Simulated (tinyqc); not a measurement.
Inside a calculation. Method: MP2 on RHF in the sto-3g basis, for H3O+, spin multiplicity 1. One step of it, computed by the program tinyqc.

Task: Orthogonalisation. S = U s U^T; symmetric (Loewdin) form X = U s^(-1/2) U^T, so that X^T S X = 1.

overlap S, lower triangle:
```
           1O 1s     1O 2s     1O 2px     1O 2py     1O 2pz     2H 1s     3H 1s     4H 1s
1O 1s   1.000000
1O 2s   0.236704  1.000000
1O 2px  0.000000  0.000000   1.000000
1O 2py  0.000000  0.000000   0.000000   1.000000
1O 2pz  0.000000  0.000000   0.000000   0.000000   1.000000
2H 1s   0.040001  0.396184   0.345289   0.000000  -0.036228  1.000000
3H 1s   0.039954  0.395889  -0.172631   0.298821  -0.036192  0.147955  1.000000
4H 1s   0.039954  0.395889  -0.172631  -0.298821  -0.036192  0.147955  0.147955  1.000000
```

Give: eigenvalues of S; X.

Result:

eigenvalues of S: 0.4087  0.4967  0.4970  0.9732  1.0155  1.3550  1.3553  1.8985

X, lower triangle:
```
          1O 1s    1O 2s   1O 2px   1O 2py  1O 2pz    2H 1s    3H 1s   4H 1s
1O 1s    1.0245
1O 2s   -0.1440   1.2293
1O 2px   0.0000   0.0001   1.0907
1O 2py   0.0000   0.0000   0.0000   1.0905
1O 2pz   0.0019  -0.0185   0.0000   0.0000  1.0017
2H 1s    0.0185  -0.2209  -0.2252   0.0000  0.0198   1.1384
3H 1s    0.0185  -0.2206   0.1126  -0.1948  0.0198  -0.0489   1.1381
4H 1s    0.0185  -0.2206   0.1126   0.1948  0.0198  -0.0489  -0.0489  1.1381
```
